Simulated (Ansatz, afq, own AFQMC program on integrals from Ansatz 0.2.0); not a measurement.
Where AFQMC and coupled cluster stand for B2H, doublet

```yaml
atoms:
  - { symbol: B, position_ang: [-0.5447, 0.0000, 0.4831] }
  - { symbol: B, position_ang: [0.5188, 0.0000, -0.6067] }
  - { symbol: H, position_ang: [0.2777, 0.0000, 1.3258] }
```

Connectivity, by distances: BH–B.

Basis 6-31G. Only valence electrons are correlated. AFQMC by an in-house program on the Cholesky factors that Ansatz 0.2.0 writes for its CCSD(T) run. ph-AFQMC/CISD is guided by a CISD state made of CCSD amplitudes; releasing the constraint for a short imaginary time cuts its bias at the price of noise, slowly where states lie close. Error bars are statistical, one sigma.

Determinant: UHF, the one that the program's search chose, which needn't be the lowest solution. The geometry is a point of a scan.

Full CI on the same integrals is exact in this basis and with this determinant's frozen core.

Cautions: the search met a lower determinant of the same kind, perhaps of another symmetry (234 meV lower); strong correlation (T1 0.054, weight of the determinant 0.83, largest double 0.18); unrestricted determinant spin contaminated (⟨S²⟩ 1.68 against 0.75); the released energies are still falling, so no released level is given (meV from the phaseless value at times in 1/Eh: -12 ± 4 at 0.24, -18.7 ± 2.3 at 0.51, -23.2 ± 2.0 at 0.99, -30 ± 12 at 1.62, 16 ± 57 at 2.40); the next higher spin lies close (full CI puts it 8 meV above).

* T1 diagnostic: 0.0542
* weight of the determinant in the CISD state: 0.831
* ⟨S²⟩ of the determinant: 1.676
* size of the correlated space: 7 electrons in 18 orbitals

| level | correlation energy (eV) |
| --- | --- |
| MP2 | -1.8188 |
| CCSD | -2.6679 |
| CCSD(T) | -2.7989 |

Problem. Estimate where phaseless AFQMC with a CISD trial lies against CCSD(T) on the same integrals.

Solution. 4.0 ± 0.2 kJ/mol below CCSD(T).

Reference: full CI, correlation energy -2.911 eV. The cautions show a poor starting determinant, so the rows tell how each method copes with it here, and full CI is the sure value.

```csv
level,E − E(reference) (kJ/mol),share of correlation (%)
CCSD(T),10.8,96.14
CCSDT,1.6,99.43
CCSDT(Q),-0.1,100.03
CCSDTQ,0.1,99.96
ph-AFQMC/HF,17.9 ± 2.0,93.62
ph-AFQMC/CISD,6.8 ± 0.2,97.56
```

CCSDT and higher add their correlation energy to the determinant of the CCSD(T) run, since their own runs factorise the integrals more tightly (a shift of under 2 meV). A walk keeps the symmetry of its determinant, which the program's search chose and which needn't be the lowest solution, so a lower state of the same spin and another symmetry isn't excluded.
